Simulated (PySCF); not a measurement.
Functional benchmark on one molecule

Molecule: Propanamide, C3H7NO.

Numbering as in the mapped SMILES `[CH3:1][CH2:2][C:3]([NH2:4])=[O:5]`. Each H is labelled by its parent atom. Ha(N4) is cis to the C=O or C=S heteroatom; Hb(N4) is trans to the C=O or C=S heteroatom.

Geometry PBE0-D3(BJ)/def2-SVP throughout; GIAO in PySCF 2.14, gas phase, one conformer, non-relativistic; equivalent atoms averaged; basis pcSseg-2.

Reference values (measured; solution, not stated per compound (mostly CDCl3 or CCl4); Pretsch, Buehlmann, Badertscher, Structure Determination of Organic Compounds, 4th ed. (2009)): δ(C2) = 29.0 ppm, δ(C1) = 9.7 ppm, δ(H(C2)) = 2.23 ppm, δ(H(C1)) = 1.13 ppm. Computed shifts are taken against TMS, calculated as an isolated molecule at each level.

How do the functionals HF, LDA, PBE, BLYP, BP86, OPBE, KT2, KT3, B97-D, B3LYP, PBE0, mPW1PW91, WP04, B97-2, BHandHLYP, CAM-B3LYP, wB97X-D, LC-wPBE perform against the reference? Times are CPU seconds on shared hosts with different chips, so compare them loosely; the GGAs took longer than the global hybrids here, which isn't the general rule, and the cause wasn't traced.

## Answers


```tsv
functional	kind	C2	C1	H(C2)	H(C1)	mean abs. error C	mean abs. error H	core-s
HF	Hartree–Fock	28.0	10.7	1.87	1.17	1.0	0.20	12
LDA	LDA	30.1	7.4	2.27	0.95	1.7	0.11	28
PBE	GGA	30.0	9.7	2.21	0.99	0.5	0.08	36
BLYP	GGA	30.7	10.5	2.22	1.05	1.2	0.04	37
BP86	GGA	30.2	9.9	2.20	1.00	0.7	0.08	37
OPBE	GGA	29.5	10.4	2.19	0.97	0.6	0.10	38
KT2	GGA	28.6	9.7	2.20	1.01	0.2	0.07	37
KT3	GGA	29.0	10.9	2.18	1.04	0.6	0.07	36
B97-D	GGA	30.2	10.8	2.19	1.05	1.2	0.06	36
B3LYP	global hybrid	30.5	10.3	2.12	1.07	1.1	0.08	25
PBE0	global hybrid	29.8	9.7	2.10	1.03	0.4	0.11	23
mPW1PW91	global hybrid	30.0	9.9	2.09	1.03	0.6	0.12	23
WP04	global hybrid	32.3	12.1	2.04	1.09	2.8	0.11	27
B97-2	global hybrid	29.9	10.4	2.09	1.04	0.8	0.11	28
BHandHLYP	global hybrid	29.8	10.2	2.02	1.11	0.7	0.11	28
CAM-B3LYP	range-separated hybrid	30.4	9.6	2.09	1.09	0.7	0.09	43
wB97X-D	range-separated hybrid	30.4	10.0	2.05	1.05	0.8	0.13	38
LC-wPBE	range-separated hybrid	30.2	9.3	2.02	1.03	0.8	0.15	54
```

For $^{13}$C the closest is KT2 (0.2 ppm, with PBE0 practically level) and the furthest WP04 (2.8 ppm).

For $^{1}$H the closest is BLYP (0.04 ppm, with B97-D, KT3 practically level) and the furthest HF (0.20 ppm). One molecule is a small sample, and vibrational and solvent effects are absent from the calculation.
